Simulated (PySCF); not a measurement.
# SiH2O2 (SMILES O[Si]O) at PBE/aug-cc-pVDZ

Aim: the energy change on altering one bond length of SiH2O2 at PBE/aug-cc-pVDZ, from 2 runs. 

The results are computed with PySCF 2.14.0.

1 further run of the same task is left out (set aside as unsound or not needed).

## Step 1: The structure to begin with

SiH2O2: 5 atoms, total charge 0, spin state singlet. SMILES: `O[Si]O`. The shape is that of a PBE0-D4/def2-TZVP optimisation. This is one conformer, not always the lowest.

Bond lengths: O1–Si2 1.642 Å, Si2–O3 1.663 Å, O1–H4 0.964 Å, O3–H5 0.960 Å. Angles: O1–Si2–O3 99.4°, Si2–O1–H4 117.5°, Si2–O3–H5 116.1°.

## Step 2: A single-point energy at PBE/aug-cc-pVDZ

The input, calc.py:

```python
from pyscf import gto, dft

system = gto.Mole()
system.atom = '''
O   -1.443200  -0.105600  -0.275000
Si  -0.212000  -0.791300   0.567700
O    1.036000   0.187500   0.068600
H   -1.231900   0.648900  -0.836100
H    1.901100  -0.013100   0.433400
'''
system.verbose = 4
system.basis = 'aug-cc-pvdz'
system.max_memory = 1860
system.build()

mf = dft.RKS(system)
mf.xc = 'pbe'
mf.grids.level = 5
mf.conv_tol = 1e-10
mf.kernel()
if not mf.converged:
    mf = mf.newton().run(mf.mo_coeff, mf.mo_occ)

e_final = mf.e_tot
print('Final energy', e_final)
```

Command:

```console
$ OMP_NUM_THREADS=1 python calc.py
```

The log of the run:

```text
PySCF version 2.14.0

[INPUT] num. atoms = 5
[INPUT] num. electrons = 32
[INPUT] charge = 0
[INPUT] spin (= nelec alpha-beta = 2S) = 0
[INPUT] symmetry False subgroup None
[INPUT] Mole.unit = angstrom
[INPUT] Symbol           X                Y                Z      unit          X                Y                Z       unit  Magmom
[INPUT]  1 O     -1.443200000000  -0.105600000000  -0.275000000000 AA   -2.727252742972  -0.199555078754  -0.519674684255 Bohr   0.0
[INPUT]  2 Si    -0.212000000000  -0.791300000000   0.567700000000 AA   -0.400621938408  -1.495340282368   1.072797520916 Bohr   0.0
[INPUT]  3 O      1.036000000000   0.187500000000   0.068600000000 AA    1.957756265049   0.354323648356   0.129635212145 Bohr   0.0
[INPUT]  4 H     -1.231900000000   0.648900000000  -0.836100000000 AA   -2.327953612852   1.226243282230  -1.580000012749 Bohr   0.0
[INPUT]  5 H      1.901100000000  -0.013100000000   0.433400000000 AA    3.592558335411  -0.024755412232   0.819007302386 Bohr   0.0

nuclear repulsion = 103.646253676322
number of shells = 34
number of NR pGTOs = 142
number of NR cGTOs = 91
basis = aug-cc-pvdz
ecp = {}

******** <class 'pyscf.dft.rks.RKS'> ********
method = RKS
initial guess = minao
damping factor = 0
level_shift factor = 0
DIIS = <class 'pyscf.scf.diis.CDIIS'>
diis_start_cycle = 1
diis_space = 8
diis_damp = 0
SCF conv_tol = 1e-10
SCF conv_tol_grad = None
SCF max_cycles = 50
direct_scf = True
direct_scf_tol = 1e-13
XC library pyscf.dft.libxc version 7.0.0
    S. Lehtola, C. Steigemann, M. J.T. Oliveira, and M. A.L. Marques.,  SoftwareX 7, 1–5 (2018)
XC functionals = pbe
    J. P. Perdew, K. Burke, and M. Ernzerhof.,  Phys. Rev. Lett. 77, 3865 (1996)
    J. P. Perdew, K. Burke, and M. Ernzerhof.,  Phys. Rev. Lett. 78, 1396 (1997)
    J. P. Perdew, K. Burke, and M. Ernzerhof.,  Phys. Rev. Lett. 77, 3865 (1996)
    J. P. Perdew, K. Burke, and M. Ernzerhof.,  Phys. Rev. Lett. 78, 1396 (1997)
radial grids:
    Treutler-Ahlrichs [JCP 102, 346 (1995); DOI:10.1063/1.469408] (M4) radial grids

becke partition: Becke, JCP 88, 2547 (1988); DOI:10.1063/1.454033
pruning grids: <function nwchem_prune>
grids dens level: 5
symmetrized grids: False
atomic radii adjust function: <function treutler_atomic_radii_adjust>
small_rho_cutoff = 0
Set gradient conv threshold to 1e-05
Initial guess from minao.
tot grids = 176592
init E= -441.129428308667
  HOMO = -0.259043350193293  LUMO = -0.101589383622112  gap/eV = 4.28454
cycle= 1 E= -440.692926587594  delta_E= 0.437  |g|= 1.08  |ddm|= 2.49
  HOMO = -0.0962022979003319  LUMO = -0.0187865579411892  gap/eV = 2.10659
cycle= 2 E= -439.290426194535  delta_E=  1.4  |g|= 2.72  |ddm|= 2.44
  HOMO = -0.212014282596482  LUMO = -0.0698727965795611  gap/eV = 3.86787
cycle= 3 E= -440.91236115886  delta_E= -1.62  |g|= 0.136  |ddm|= 1.87
  HOMO = -0.234390094231785  LUMO = -0.0845174497377794  gap/eV = 4.07824
cycle= 4 E= -440.917771667043  delta_E= -0.00541  |g|= 0.0664  |ddm|= 0.301
  HOMO = -0.222618159999166  LUMO = -0.0756545021657438  gap/eV = 3.99908
cycle= 5 E= -440.919221529944  delta_E= -0.00145  |g|= 0.0107  |ddm|= 0.0791
  HOMO = -0.223304140178544  LUMO = -0.0765710702928333  gap/eV = 3.99281
cycle= 6 E= -440.919250697198  delta_E= -2.92e-05  |g|= 0.00289  |ddm|= 0.0167
  HOMO = -0.223335955167856  LUMO = -0.0765669503901307  gap/eV = 3.99379
cycle= 7 E= -440.919252092197  delta_E= -1.39e-06  |g|= 0.00145  |ddm|= 0.00271
  HOMO = -0.223360535531963  LUMO = -0.0765649558642121  gap/eV = 3.99451
cycle= 8 E= -440.919252465093  delta_E= -3.73e-07  |g|= 0.000441  |ddm|= 0.00133
  HOMO = -0.223368591786084  LUMO = -0.0765705461108159  gap/eV = 3.99458
cycle= 9 E= -440.919252507027  delta_E= -4.19e-08  |g|= 4.81e-05  |ddm|= 0.000403
  HOMO = -0.223366208465364  LUMO = -0.0765684798677677  gap/eV = 3.99457
cycle= 10 E= -440.919252507548  delta_E= -5.21e-10  |g|= 9.71e-06  |ddm|= 6.37e-05
  HOMO = -0.223366414245384  LUMO = -0.0765689127679723  gap/eV = 3.99456
cycle= 11 E= -440.91925250758  delta_E= -3.16e-11  |g|= 1.17e-06  |ddm|= 1.56e-05
  HOMO = -0.223366562446176  LUMO = -0.0765690122601024  gap/eV = 3.99456
Extra cycle  E= -440.919252507577  delta_E= 2.96e-12  |g|= 2.51e-06  |ddm|= 4.65e-06
converged SCF energy = -440.919252507577
Final energy -440.9192525075771
```

Wall time 20 s (1 thread of Intel Xeon at 2.70GHz, shared host); peak memory 0.44 GiB.

## Step 3: The distorted shape at the same level

The input, run.py:

```python
from pyscf import gto, dft

mol = gto.M(
    atom='''
O     -3.544667    -0.010012    -0.864366
Si    -1.218036    -1.305797     0.728106
O      1.140342     0.543867    -0.215057
H     -3.145368     1.415787    -1.924692
H      3.592558    -0.024755     0.819007
''',
    verbose=4,
    unit='bohr',
    max_memory=1860,
    basis='aug-cc-pvdz',
)

ks = dft.RKS(mol)
ks.xc = 'pbe'
ks.grids.level = 5
ks.conv_tol = 1e-10
ks.kernel()
if not ks.converged:
    ks = ks.newton().run(ks.mo_coeff, ks.mo_occ)

e_final = ks.e_tot
print('E = %.10f Eh' % e_final)
```

Command:

```console
$ OMP_NUM_THREADS=1 python run.py
```

The log of the run:

```text
PySCF version 2.14.0

[INPUT] num. atoms = 5
[INPUT] num. electrons = 32
[INPUT] charge = 0
[INPUT] spin (= nelec alpha-beta = 2S) = 0
[INPUT] symmetry False subgroup None
[INPUT] Mole.unit = bohr
[INPUT] Symbol           X                Y                Z      unit          X                Y                Z       unit  Magmom
[INPUT]  1 O     -1.875756996700  -0.005298122236  -0.457402789094 AA   -3.544667000000  -0.010012000000  -0.864366000000 Bohr   0.0
[INPUT]  2 Si    -0.644556893280  -0.690998014488   0.385297102334 AA   -1.218036000000  -1.305797000000   0.728106000000 Bohr   0.0
[INPUT]  3 O      0.603442999055   0.287802022171  -0.113803263449 AA    1.140342000000   0.543867000000  -0.215057000000 Bohr   0.0
[INPUT]  4 H     -1.664457065557   0.749202215917  -1.018503144440 AA   -3.145368000000   1.415787000000  -1.924692000000 Bohr   0.0
[INPUT]  5 H      1.901099822508  -0.013099781856   0.433399839984 AA    3.592558000000  -0.024755000000   0.819007000000 Bohr   0.0

nuclear repulsion = 101.53826201567
number of shells = 34
number of NR pGTOs = 142
number of NR cGTOs = 91
basis = aug-cc-pvdz
ecp = {}

******** <class 'pyscf.dft.rks.RKS'> ********
method = RKS
initial guess = minao
damping factor = 0
level_shift factor = 0
DIIS = <class 'pyscf.scf.diis.CDIIS'>
diis_start_cycle = 1
diis_space = 8
diis_damp = 0
SCF conv_tol = 1e-10
SCF conv_tol_grad = None
SCF max_cycles = 50
direct_scf = True
direct_scf_tol = 1e-13
XC library pyscf.dft.libxc version 7.0.0
    S. Lehtola, C. Steigemann, M. J.T. Oliveira, and M. A.L. Marques.,  SoftwareX 7, 1–5 (2018)
XC functionals = pbe
    J. P. Perdew, K. Burke, and M. Ernzerhof.,  Phys. Rev. Lett. 77, 3865 (1996)
    J. P. Perdew, K. Burke, and M. Ernzerhof.,  Phys. Rev. Lett. 78, 1396 (1997)
    J. P. Perdew, K. Burke, and M. Ernzerhof.,  Phys. Rev. Lett. 77, 3865 (1996)
    J. P. Perdew, K. Burke, and M. Ernzerhof.,  Phys. Rev. Lett. 78, 1396 (1997)
radial grids:
    Treutler-Ahlrichs [JCP 102, 346 (1995); DOI:10.1063/1.469408] (M4) radial grids

becke partition: Becke, JCP 88, 2547 (1988); DOI:10.1063/1.454033
pruning grids: <function nwchem_prune>
grids dens level: 5
symmetrized grids: False
atomic radii adjust function: <function treutler_atomic_radii_adjust>
small_rho_cutoff = 0
Set gradient conv threshold to 1e-05
[... 1 set-up line as earlier in the session ...]
tot grids = 176592
init E= -440.948608124349
  HOMO = -0.255821892125598  LUMO = -0.122542010297106  gap/eV = 3.62673
cycle= 1 E= -440.557770396316  delta_E= 0.391  |g|= 1.14  |ddm|= 2.34
  HOMO = -0.0576825972410617  LUMO = -0.0165419415019241  gap/eV = 1.11949
cycle= 2 E= -437.962893463163  delta_E= 2.59  |g|=  3.3  |ddm|= 2.85
  HOMO = -0.21118233058349  LUMO = -0.135874444439083  gap/eV = 2.04923
cycle= 3 E= -440.82287512706  delta_E= -2.86  |g|= 0.252  |ddm|= 2.36
  HOMO = -0.21997243004215  LUMO = -0.123430780315396  gap/eV = 2.62703
cycle= 4 E= -440.802020648643  delta_E= 0.0209  |g|= 0.432  |ddm|= 0.547
  HOMO = -0.223214366880138  LUMO = -0.136001158957179  gap/eV = 2.37319
cycle= 5 E= -440.839377541081  delta_E= -0.0374  |g|= 0.0818  |ddm|= 0.323
  HOMO = -0.216381454004476  LUMO = -0.131769828724113  gap/eV = 2.30240
cycle= 6 E= -440.84121746498  delta_E= -0.00184  |g|= 0.0173  |ddm|= 0.0881
  HOMO = -0.217353243752028  LUMO = -0.13297303699239  gap/eV = 2.29610
cycle= 7 E= -440.841284946916  delta_E= -6.75e-05  |g|= 0.00336  |ddm|= 0.0153
  HOMO = -0.217309948838059  LUMO = -0.133162702327433  gap/eV = 2.28976
cycle= 8 E= -440.841287007705  delta_E= -2.06e-06  |g|= 0.00115  |ddm|= 0.00309
  HOMO = -0.217388625277702  LUMO = -0.133100886996449  gap/eV = 2.29359
cycle= 9 E= -440.841287359712  delta_E= -3.52e-07  |g|= 0.000298  |ddm|= 0.00102
  HOMO = -0.217369839986526  LUMO = -0.133123914134756  gap/eV = 2.29245
cycle= 10 E= -440.841287381264  delta_E= -2.16e-08  |g|= 3.32e-05  |ddm|= 0.000332
  HOMO = -0.217373302621611  LUMO = -0.133120387775257  gap/eV = 2.29264
cycle= 11 E= -440.841287381639  delta_E= -3.75e-10  |g|= 3.46e-06  |ddm|= 5.11e-05
  HOMO = -0.217373326715216  LUMO = -0.133121355735526  gap/eV = 2.29261
cycle= 12 E= -440.841287381644  delta_E= -4.77e-12  |g|= 6.94e-07  |ddm|= 6.6e-06
  HOMO = -0.217373494205777  LUMO = -0.133121255976491  gap/eV = 2.29262
Extra cycle  E= -440.84128738164  delta_E= 3.87e-12  |g|= 1.67e-06  |ddm|= 2.12e-06
converged SCF energy = -440.84128738164
E = -440.8412873816 Eh
```

Run time: 16 s. Hardware: 1 thread of Intel Xeon at 2.70GHz, shared host; peak memory 0.44 GiB.

## Step 4: Outcome

Level: PBE/aug-cc-pVDZ.

| quantity | value |
| --- | --- |
| first shape: total energy | -440.91925 Eh |
| first shape: dipole moment | 1.77 D |
| first shape: HOMO energy | -6.08 eV |
| first shape: LUMO energy | -2.08 eV |
| first shape: HOMO–LUMO gap | 3.99 eV |
| distorted shape: total energy | -440.84129 Eh |
| distorted shape: dipole moment | 2.10 D |
| distorted shape: HOMO energy | -5.92 eV |
| distorted shape: LUMO energy | -3.62 eV |
| distorted shape: HOMO–LUMO gap | 2.29 eV |
| energy change with the O3–H5 bond stretched from 0.960 to 1.440 Å | 2.122 eV |

**Reading.** One bond (distorted shape) is far stretched, which a spin-restricted single reference describes badly; a broken-symmetry solution may lie lower. With the O3–H5 bond stretched from 0.960 to 1.440 Å the energy rises by 2.12 eV (49 kcal/mol). The first shape isn't relaxed at this level, so the change isn't measured from a minimum. A restricted reference can't describe the breaking bond well at this length.
